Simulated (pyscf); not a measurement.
Thermochemistry of product channels of ammonia (NH₃) + O atom (O) [triplet] on the triplet surface, in kcal/mol, from CCSD(T)/def2-TZVPP + ΔMP2(QZVPP) energies (ideal gas, 1 atm, RRHO with modes under 100 cm⁻¹ raised to 100, one conformer, R ln 2 for rigid chiral ones). Single points on ωB97X-D3(BJ)/def2-SVP structures (PySCF, gas phase). Correlated levels are frozen-core, on RHF or UHF. ΔMP2 is the change of the MP2 total energy from the triple- to the quadruple-zeta basis.

```csv
products,ΔE,ΔH(298 K),ΔG(298 K),ΔG(1200 K)
amino radical (NH₂•) + hydroxyl (OH•),+8.9,+5.2,+3.2,-3.3
NH [triplet] + water (H₂O),-17.7,-20.6,-22.3,-28.2
```

The channel to NH₂• + OH• turns favourable between 298 and 1200 K (ΔG from +3.2 kcal/mol to -3.3 kcal/mol).

These are energies of the channels, which say nothing of barriers. The CCSD(T) − MP2 part came from Ansatz, without density fitting, on the same reference. Left out: orbital degeneracy and the spin-orbit lowering of OH, O.
